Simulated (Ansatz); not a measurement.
**PH2+ (triplet): from Hartree-Fock to the top rungs at a displaced geometry (v2), cc-pVTZ**

An exercise on one series of results from a longer session: the logs are not shown, and one member is left open.

The runs use Ansatz 0.2.0, Gaussian basis; cc-pVTZ, core rule «outside noble gas», up to 5 orbitals frozen.

The runs, in order: UHF; CCSD(T) on ROHF; CCSD(T) on UHF; BCCD(T) on ROHF; CISD as a restricted active space (open shells left free, so some higher excitations enter); CCSDT(Q) on ROHF; CCSDT(Q) on UHF; CASSCF and MRCISD+Q, 6 electrons in 6 orbitals; CASSCF and NEVPT2, 6 electrons in 6 orbitals.

15 further runs of the same task are left out: 6 that didn't finish, 9 set aside as unsound or not needed. Runs told in other sessions of the task aren't counted.

## What is computed

The geometry is a PBE0/def2-TZVP stationary point (not a proven minimum) with its atoms shifted at random (size 0.100 Å).

3 atoms, charge 1, spin multiplicity 3.

Atoms are counted from 1 here; the program's logs count them from 0.

Bond lengths: P1–H2 1.420 Å, P1–H3 1.410 Å. Angles: H2–P1–H3 121.8°.

The first run:

Input file in.yaml:

```yaml
crystal:
  periodic: [false, false, false]
  atoms:
    - {symbol: P, position_ang: [0.007734, -0.041334, -0.000459]}
    - {symbol: H, position_ang: [-0.157140, 0.651305, -1.228583]}
    - {symbol: H, position_ang: [-0.080520, 0.618881, 1.242673]}
basis:
  gaussian: {orbitals: cc-pVTZ}
total_charge: 1
magnetization: {spin_polarized: true, initial_magnetization: 2}
hamiltonian: {xc: hf}
output: {orbitals: {seedname: orbitals}}
```

On the command line:

```console
$ ansatz run in.yaml --threads 1 --pin off --events-out ev --progress --plain --max-ram 2393MiB
```

Among the steps run: UHF; CCSD(T) on ROHF; CCSD(T) on UHF; BCCD(T) on ROHF; CISD as a restricted active space (open shells left free, so some higher excitations enter); CCSDT(Q) on ROHF; CCSDT(Q) on UHF; CASSCF and MRCISD+Q, 6 electrons in 6 orbitals; CASSCF and NEVPT2, 6 electrons in 6 orbitals.

One table of the session follows, with a row left open; its other results are not shown here.

```
          method  from UCCSDT(Q) (kcal/mol)
            ROHF                     +82.91
             UHF                     +80.91
            RMP2                     +17.56
            UMP2                     +17.52
            CISD                      +4.71
           RCCSD                      +2.96
           UCCSD                      +2.88
        RCCSD(T)                      +0.62
        UCCSD(T)                      +0.57
         BCCD(T)                      +0.61
          RCCSDT                      +0.10
          UCCSDT                      +0.05
       RCCSDT(Q)                          ?
       UCCSDT(Q)                          0
  CASSCF valence                     +61.43
  NEVPT2 valence                     +16.55
  MRCISD valence                      +3.50
MRCISD+Q valence                      +0.81
```

Q: Estimate the row for RCCSDT(Q) from the others.

**Answer.** from UCCSDT(Q) (kcal/mol): +0.04. In the column «from UCCSDT(Q) (kcal/mol)» it lies between UCCSDT(Q) (0) and UCCSDT (+0.05).

Limits of these values: Restricted and unrestricted rows rest on different reference determinants; a gap between their highest levels can come from leftover correlation error, from unlike frozen cores or from another state.
